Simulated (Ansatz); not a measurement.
# AlBH (quartet): wave-function methods side by side at angle B1–Al2–H3 = 71.5°, 6-31G

How much of the correlation energy of AlBH (quartet) does each wave-function method recover here?

Program: Ansatz 0.2.0, Gaussian basis. Level of theory: 6-31G, core rule «outside noble gas», up to 6 orbitals frozen. These are calculated values, not measurements.

Plan: UHF; CCSD(T) on ROHF; CCSD(T) on UHF; BCCD(T) on ROHF; CISD; CCSDT(Q) on ROHF; CCSDT(Q) on UHF; CCSDTQ on ROHF; CCSDTQ on UHF; CASSCF and MRCISD+Q, 5 electrons in 5 orbitals; CASSCF and NEVPT2, 5 electrons in 5 orbitals; CASSCF and MRCISD+Q, 7 electrons in 9 orbitals; CASSCF and NEVPT2, 7 electrons in 9 orbitals; Full CI.

10 further runs of the same task are left out: 1 for a mislabelled method, 8 that didn't finish, 1 set aside as unsound or not needed.

### 1 The system

The geometry derives from a PBE0/def2-TZVP stationary point (not a proven minimum). One angle is set to the value named; bond lengths are kept.

3 atoms, charge 0, spin multiplicity 4.

Atoms are counted from 1 here; the program's logs count them from 0.

Bond lengths: B1–Al2 1.937 Å, Al2–H3 1.577 Å. Angles: B1–Al2–H3 71.5°.

### 2 UHF

Input file in.yaml:

```yaml
crystal:
  periodic: [false, false, false]
  atoms:
    - {symbol: B, position_ang: [1.100759, 0.000000, 0.840302]}
    - {symbol: Al, position_ang: [-0.471260, 0.000000, -0.291389]}
    - {symbol: H, position_ang: [0.808592, 0.000000, -1.212751]}
basis:
  gaussian: {orbitals: 6-31G}
magnetization: {spin_polarized: true, initial_magnetization: 3}
hamiltonian: {xc: hf}
output: {orbitals: {seedname: orbitals}}
```

Started as:

```console
$ ansatz run in.yaml --threads 1 --pin off --events-out ev --progress --plain --max-ram 2393MiB
```

The runs that follow: CCSD(T) on ROHF; CCSD(T) on UHF; BCCD(T) on ROHF; CISD; CCSDT(Q) on ROHF; CCSDT(Q) on UHF; CCSDTQ on ROHF; CCSDTQ on UHF; CASSCF and MRCISD+Q, 5 electrons in 5 orbitals; CASSCF and NEVPT2, 5 electrons in 5 orbitals; CASSCF and MRCISD+Q, 7 electrons in 9 orbitals; CASSCF and NEVPT2, 7 electrons in 9 orbitals; Full CI.

Before running them: what should the planned runs give, taken together? Wanted: FCI below the RHF energy; RMP2 from FCI; UMP2 from FCI; RCCSD from FCI; RCCSD(T) from FCI; UCCSD(T) from FCI; RCCSDT(Q) from FCI; UCCSDT(Q) from FCI; NEVPT2 pair from FCI.

As calculated:

| quantity | value |
| --- | --- |
| FCI below the RHF energy | -2.2604 eV |
| RMP2 from FCI | +801.2 meV |
| UMP2 from FCI | +776.4 meV |
| RCCSD from FCI | +112.5 meV |
| RCCSD(T) from FCI | +36.3 meV |
| UCCSD(T) from FCI | +35.8 meV |
| RCCSDT(Q) from FCI | +1.2 meV |
| UCCSDT(Q) from FCI | +0.4 meV |
| NEVPT2 pair from FCI | +731.9 meV |
| MRCISD+Q pair from FCI | +19.4 meV |
| NEVPT2 valence from FCI | +175.6 meV |
| levels within 1 kcal/mol (43 meV) | RCCSD(T), UCCSD(T), BCCD(T), RCCSDT, UCCSDT, RCCSDT(Q), UCCSDT(Q), RCCSDTQ, UCCSDTQ, MRCISD+Q pair, MRCISD valence, MRCISD+Q valence |
| T1 diagnostic | 0.046 |
| effectively unpaired electrons | 3.06 |

RCCSD(T) misses by +36.3 meV, 1.6 % of the correlation energy. The occupations are near whole numbers, but T1 = 0.046 shows that the orbitals relax strongly. Of the multireference levels listed MRCISD+Q valence comes nearest in total energy (+8.2 meV), which doesn't show that its space is the better one. These misses are within one basis, not against nature; the frozen cores of restricted and unrestricted runs differ, which can shift their rows.
